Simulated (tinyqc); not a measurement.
Worked calculation: UHF in the sto-6g basis, for CH2, spin multiplicity 1. One step of it, computed by the program tinyqc.

Question. Iteration 2: building the Fock matrix. J_ij = sum D_kl (ij|kl) with D = D(alpha) + D(beta), K_ij = sum D_kl (ik|jl) for each spin; F = H + J - K(s); E = tr D H + tr D J / 2 - 0.5 sum_s tr D(s) K(s) + E_nn.

D(alpha) after iteration 1:
```
,1C 1s,1C 2s,1C 2px,1C 2py,1C 2pz,2H 1s,3H 1s
1C 1s,1.040134,-0.141362,0.047694,0.000344,0.048329,-0.059832,-0.055428
1C 2s,-0.141362,0.560266,-0.207930,-0.009593,-0.251774,0.133561,0.139320
1C 2px,0.047694,-0.207930,0.181443,0.001635,0.328670,0.039120,0.038363
1C 2py,0.000344,-0.009593,0.001635,0.307028,-0.000454,0.231821,-0.239383
1C 2pz,0.048329,-0.251774,0.328670,-0.000454,0.643813,0.139817,0.140978
2H 1s,-0.059832,0.133561,0.039120,0.231821,0.139817,0.288817,-0.070634
3H 1s,-0.055428,0.139320,0.038363,-0.239383,0.140978,-0.070634,0.293259
```

D(beta) after iteration 1:
```
,1C 1s,1C 2s,1C 2px,1C 2py,1C 2pz,2H 1s,3H 1s
1C 1s,1.040134,-0.141362,-0.047694,0.000344,0.048329,-0.059832,-0.055428
1C 2s,-0.141362,0.560266,0.207930,-0.009593,-0.251774,0.133561,0.139320
1C 2px,-0.047694,0.207930,0.181443,-0.001635,-0.328670,-0.039120,-0.038363
1C 2py,0.000344,-0.009593,-0.001635,0.307028,-0.000454,0.231821,-0.239383
1C 2pz,0.048329,-0.251774,-0.328670,-0.000454,0.643813,0.139817,0.140978
2H 1s,-0.059832,0.133561,-0.039120,0.231821,0.139817,0.288817,-0.070634
3H 1s,-0.055428,0.139320,-0.038363,-0.239383,0.140978,-0.070634,0.293259
```

core Hamiltonian H = T + V (hartree):
```
,1C 1s,1C 2s,1C 2px,1C 2py,1C 2pz,2H 1s,3H 1s
1C 1s,-18.926154,-4.351237,0.000000,-0.002617,-0.018455,-1.332980,-1.091653
1C 2s,-4.351237,-5.624006,0.000000,-0.017669,-0.176522,-2.689248,-2.372472
1C 2px,0.000000,0.000000,-4.549687,0.000000,0.000000,0.000000,0.000000
1C 2py,-0.002617,-0.017669,0.000000,-4.746334,-0.008353,-1.851712,1.697766
1C 2pz,-0.018455,-0.176522,0.000000,-0.008353,-4.614864,-1.110181,-1.019448
2H 1s,-1.332980,-2.689248,0.000000,-1.851712,-1.110181,-3.752306,-0.736678
3H 1s,-1.091653,-2.372472,0.000000,1.697766,-1.019448,-0.736678,-3.539946
```

Two-electron integrals (ij|kl) in chemists' order, unique and non-zero (hartree):
```
i,j,k,l,(ij|kl)
1,1,1,1,3.543743
2,1,1,1,0.529462
2,1,2,1,0.100317
2,2,1,1,0.853596
2,2,2,1,0.199930
2,2,2,2,0.624844
3,1,3,1,0.021271
3,2,3,1,0.031868
3,2,3,2,0.138108
3,3,1,1,0.853598
3,3,2,1,0.199930
3,3,2,2,0.624843
3,3,3,3,0.673218
4,1,4,1,0.021271
4,2,4,1,0.031868
4,2,4,2,0.138108
4,3,4,3,0.036281
4,4,1,1,0.853598
4,4,2,1,0.199930
4,4,2,2,0.624843
4,4,3,3,0.600655
4,4,4,4,0.673218
5,1,5,1,0.021271
5,2,5,1,0.031868
5,2,5,2,0.138108
5,3,5,3,0.036281
5,4,5,4,0.036281
5,5,1,1,0.853598
5,5,2,1,0.199930
5,5,2,2,0.624843
5,5,3,3,0.600655
5,5,4,4,0.600655
5,5,5,5,0.673218
6,1,1,1,0.170289
6,1,2,1,0.031012
6,1,2,2,0.060645
6,1,3,3,0.060414
6,1,4,1,0.001753
6,1,4,2,0.003363
6,1,4,4,0.060935
6,1,5,1,0.001009
6,1,5,2,0.001935
6,1,5,4,0.000300
6,1,5,5,0.060587
6,1,6,1,0.009860
6,2,1,1,0.364152
6,2,2,1,0.086321
6,2,2,2,0.291951
6,2,3,3,0.285470
6,2,4,1,0.007550
6,2,4,2,0.047928
6,2,4,4,0.300074
6,2,5,1,0.004346
6,2,5,2,0.027587
6,2,5,4,0.008406
6,2,5,5,0.290309
6,2,6,1,0.027426
6,2,6,2,0.172113
6,3,3,1,0.009810
6,3,3,2,0.048504
6,3,4,3,0.009638
6,3,5,3,0.005548
6,3,6,3,0.022506
6,4,1,1,0.255891
6,4,2,1,0.061576
6,4,2,2,0.220613
6,4,3,3,0.209477
6,4,4,1,0.014541
6,4,4,2,0.082344
6,4,4,4,0.239368
6,4,5,1,0.002723
6,4,5,2,0.019478
6,4,5,4,0.011657
6,4,5,5,0.212993
6,4,6,1,0.020634
6,4,6,2,0.154830
6,4,6,4,0.159294
6,5,1,1,0.147288
6,5,2,1,0.035442
6,5,2,2,0.126982
6,5,3,3,0.120572
6,5,4,1,0.002723
6,5,4,2,0.019478
6,5,4,4,0.126682
6,5,5,1,0.011377
6,5,5,2,0.059715
6,5,5,4,0.013155
6,5,5,5,0.133692
6,5,6,1,0.011876
6,5,6,2,0.089118
6,5,6,4,0.078733
6,5,6,5,0.067824
6,6,1,1,0.498576
6,6,2,1,0.120484
6,6,2,2,0.457787
6,6,3,3,0.433560
6,6,4,1,0.014321
6,6,4,2,0.117059
6,6,4,4,0.488155
6,6,5,1,0.008243
6,6,5,2,0.067378
6,6,5,4,0.031425
6,6,5,5,0.451647
6,6,6,1,0.039111
6,6,6,2,0.329638
6,6,6,4,0.329207
6,6,6,5,0.189487
6,6,6,6,0.774999
7,1,1,1,0.139129
7,1,2,1,0.025360
7,1,2,2,0.049667
7,1,3,3,0.049479
7,1,4,1,-0.001439
7,1,4,2,-0.002775
7,1,4,4,0.049903
7,1,5,1,0.000828
7,1,5,2,0.001598
7,1,5,4,-0.000244
7,1,5,5,0.049619
7,1,6,1,0.007804
7,1,6,2,0.020977
7,1,6,4,0.014145
7,1,6,5,0.009082
7,1,6,6,0.029017
7,1,7,1,0.006593
7,2,1,1,0.318133
7,2,2,1,0.075537
7,2,2,2,0.258161
7,2,3,3,0.252182
7,2,4,1,-0.006644
7,2,4,2,-0.043480
7,2,4,4,0.265652
7,2,5,1,0.003826
7,2,5,2,0.025038
7,2,5,4,-0.007757
7,2,5,5,0.256649
7,2,6,1,0.022410
7,2,6,2,0.112205
7,2,6,4,0.071434
7,2,6,5,0.056789
7,2,6,6,0.171046
7,2,7,1,0.019677
7,2,7,2,0.138327
7,3,3,1,0.008291
7,3,3,2,0.041838
7,3,4,3,-0.008587
7,3,5,3,0.004945
7,3,6,3,0.013482
7,3,7,3,0.017335
7,4,1,1,-0.231872
7,4,2,1,-0.055852
7,4,2,2,-0.202164
7,4,3,3,-0.192023
7,4,4,1,0.012548
7,4,4,2,0.073344
7,4,4,4,-0.219147
7,4,5,1,-0.002451
7,4,5,2,-0.018143
7,4,5,4,0.010674
7,4,5,5,-0.195322
7,4,6,1,-0.015736
7,4,6,2,-0.075251
7,4,6,4,-0.035757
7,4,6,5,-0.037207
7,4,6,6,-0.104979
7,4,7,1,-0.015289
7,4,7,2,-0.128737
7,4,7,4,0.134947
7,5,1,1,0.133524
7,5,2,1,0.032163
7,5,2,2,0.116416
7,5,3,3,0.110577
7,5,4,1,-0.002451
7,5,4,2,-0.018143
7,5,4,4,0.116306
7,5,5,1,0.009702
7,5,5,2,0.052285
7,5,5,4,-0.011886
7,5,5,5,0.122366
7,5,6,1,0.010025
7,5,6,2,0.058230
7,5,6,4,0.036361
7,5,6,5,0.042309
7,5,6,6,0.094548
7,5,7,1,0.008804
7,5,7,2,0.074134
7,5,7,4,-0.067727
7,5,7,5,0.056336
7,6,1,1,0.092202
7,6,2,1,0.021907
7,6,2,2,0.076565
7,6,3,3,0.074690
7,6,4,1,-0.000057
7,6,4,2,-0.000544
7,6,4,4,0.077006
7,6,5,1,0.001862
7,6,5,2,0.012562
7,6,5,4,-0.000141
7,6,5,5,0.077999
7,6,6,1,0.006771
7,6,6,2,0.040395
7,6,6,4,0.031152
7,6,6,5,0.023086
7,6,6,6,0.071954
7,6,7,1,0.005560
7,6,7,2,0.036727
7,6,7,4,-0.029841
7,6,7,5,0.021562
7,6,7,6,0.011614
7,7,1,1,0.463515
7,7,2,1,0.112215
7,7,2,2,0.433669
7,7,3,3,0.410709
7,7,4,1,-0.012765
7,7,4,2,-0.110122
7,7,4,4,0.462436
7,7,5,1,0.007351
7,7,5,2,0.063414
7,7,5,4,-0.029787
7,7,5,5,0.427862
7,7,6,1,0.033038
7,7,6,2,0.183939
7,7,6,4,0.107166
7,7,6,5,0.099039
7,7,6,6,0.282503
7,7,7,1,0.029793
7,7,7,2,0.290719
7,7,7,4,-0.299445
7,7,7,5,0.172436
7,7,7,6,0.071954
7,7,7,7,0.774999
```

nuclear repulsion = 6.20511670 hartree

Give: Coulomb J; exchange K(alpha); exchange K(beta); F(alpha); F(beta); total energy of this density.

Answer.

Coulomb J (hartree):
```
,1C 1s,1C 2s,1C 2px,1C 2py,1C 2pz,2H 1s,3H 1s
1C 1s,11.413,2.074,0.000,0.001,0.001,0.650,0.531
1C 2s,2.074,5.084,0.000,0.006,0.066,2.397,2.120
1C 2px,0.000,0.000,4.995,0.000,0.000,0.000,0.000
1C 2py,0.001,0.006,0.000,5.150,0.002,1.825,-1.672
1C 2pz,0.001,0.066,0.000,0.002,5.107,1.069,0.981
2H 1s,0.650,2.397,0.000,1.825,1.069,3.864,0.630
3H 1s,0.531,2.120,0.000,-1.672,0.981,0.630,3.694
```

exchange K(alpha) (hartree):
```
,1C 1s,1C 2s,1C 2px,1C 2py,1C 2pz,2H 1s,3H 1s
1C 1s,3.602,0.575,-0.002,0.000,0.002,0.189,0.155
1C 2s,0.575,0.818,-0.123,0.009,0.000,0.476,0.431
1C 2px,-0.002,-0.123,0.291,0.002,0.219,-0.003,-0.001
1C 2py,0.000,0.009,0.002,0.679,0.007,0.367,-0.347
1C 2pz,0.002,0.000,0.219,0.007,0.684,0.209,0.198
2H 1s,0.189,0.476,-0.003,0.367,0.209,0.657,0.129
3H 1s,0.155,0.431,-0.001,-0.347,0.198,0.129,0.617
```

exchange K(beta) (hartree):
```
,1C 1s,1C 2s,1C 2px,1C 2py,1C 2pz,2H 1s,3H 1s
1C 1s,3.602,0.575,0.002,0.000,0.002,0.189,0.155
1C 2s,0.575,0.818,0.123,0.009,0.000,0.476,0.431
1C 2px,0.002,0.123,0.291,-0.002,-0.219,0.003,0.001
1C 2py,0.000,0.009,-0.002,0.679,0.007,0.367,-0.347
1C 2pz,0.002,0.000,-0.219,0.007,0.684,0.209,0.198
2H 1s,0.189,0.476,0.003,0.367,0.209,0.657,0.129
3H 1s,0.155,0.431,0.001,-0.347,0.198,0.129,0.617
```

F(alpha) (hartree):
```
,1C 1s,1C 2s,1C 2px,1C 2py,1C 2pz,2H 1s,3H 1s
1C 1s,-11.115,-2.852,0.002,-0.001,-0.019,-0.872,-0.716
1C 2s,-2.852,-1.358,0.123,-0.020,-0.110,-0.768,-0.683
1C 2px,0.002,0.123,0.155,-0.002,-0.219,0.003,0.001
1C 2py,-0.001,-0.020,-0.002,-0.276,-0.013,-0.394,0.373
1C 2pz,-0.019,-0.110,-0.219,-0.013,-0.191,-0.250,-0.237
2H 1s,-0.872,-0.768,0.003,-0.394,-0.250,-0.546,-0.236
3H 1s,-0.716,-0.683,0.001,0.373,-0.237,-0.236,-0.463
```

F(beta) (hartree):
```
,1C 1s,1C 2s,1C 2px,1C 2py,1C 2pz,2H 1s,3H 1s
1C 1s,-11.115,-2.852,-0.002,-0.001,-0.019,-0.872,-0.716
1C 2s,-2.852,-1.358,-0.123,-0.020,-0.110,-0.768,-0.683
1C 2px,-0.002,-0.123,0.155,0.002,0.219,-0.003,-0.001
1C 2py,-0.001,-0.020,0.002,-0.276,-0.013,-0.394,0.373
1C 2pz,-0.019,-0.110,0.219,-0.013,-0.191,-0.250,-0.237
2H 1s,-0.872,-0.768,-0.003,-0.394,-0.250,-0.546,-0.236
3H 1s,-0.716,-0.683,-0.001,0.373,-0.237,-0.236,-0.463
```

total energy of this density = -38.75851 hartree
